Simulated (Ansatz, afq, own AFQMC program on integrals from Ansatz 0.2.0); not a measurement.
Two steps: Ansatz 0.2.0 writes the Fock matrix and Cholesky factors of the valence space, and afq projects on them the lowest state that overlaps trial and start.

```yaml
crystal:
  periodic: [false, false, false]
  atoms:
    - {symbol: N, position_ang: [-0.030066, -0.130755, 0.661245]}
    - {symbol: C, position_ang: [0.116167, 0.102607, -0.745850]}
    - {symbol: H, position_ang: [-0.282647, 0.742725, 1.141042]}
    - {symbol: H, position_ang: [-0.683794, -0.148384, -1.442336]}
basis:
  gaussian: {orbitals: cc-pVDZ}
magnetization: {spin_polarized: true, initial_magnetization: 3}
correlation: {method: ccsd_t, electrons: outside_noble_gas, hamiltonian_folder: ham}
```

```sh
$ ansatz run in.yaml --threads 1 --pin off --events-out ev --progress --plain --max-ram 1382MiB
```

Options of the walk:

```
--method free --trial cisd --walkers 60 --time-step 0.03 --max-blocks 80 --target-error 0.0004 --factor-cut 1e-05 --seed 310 --times 0,0.21,0.42,0.81,1.2,1.8,2.4,3 --taylor-order 8
```

Times are imaginary, in 1/Eh. The walk had a cap of 1161 s.

afq prints:

```
orbitals 36  electrons 7 4  factors 281 of 359
reference energy -93.31844842 Eh
CCSD correlation -0.24719077 Eh in 16 cycles, weight of the determinant in the CISD state 0.9056
repeat  energy at the last time / Eh  error
    10  -93.572722  0.001144
    20  -93.571077  0.000753
    30  -93.571561  0.000604
    40  -93.571742  0.000500
    50  -93.571865  0.000437
    60  -93.571863  0.000399
    70  -93.572134  0.000401
time / (1/Eh)  energy / Eh  error  mean overlap
  0.00  -93.565668  0.000211  1.1044
  0.21  -93.569470  0.000244  1.1084
  0.42  -93.570970  0.000260  1.1024
  0.81  -93.571887  0.000249  1.1090
  1.20  -93.572247  0.000249  1.1121
  1.80  -93.572406  0.000319  1.1280
  2.40  -93.572493  0.000391  1.1172
  3.00  -93.572144  0.000395  1.1394
energy -93.572144 +/- 0.000395 Eh
```

The run passed its tests (error under three times the target), which doesn't prove that it has relaxed.

Against this walk (error 10.8 meV) on the same determinant: CCSD(T) 23.3 meV higher, CCSDT(Q) 9.1 meV lower (within the noise). The error is statistical, and a free projection of finite length keeps a remainder of its start.

Cautions: remainder of the start not in the error; lower spins were not checked.

The walk took 99 s on 1 thread of AMD EPYC 9R45 96-Core Processor (Zen 5), with other jobs on the host. The log's last line is the free-projection energy.

CCSDT and higher add their correlation energy to the determinant of the CCSD(T) run, since their own runs factorise the integrals more tightly (a shift of under 2 meV).
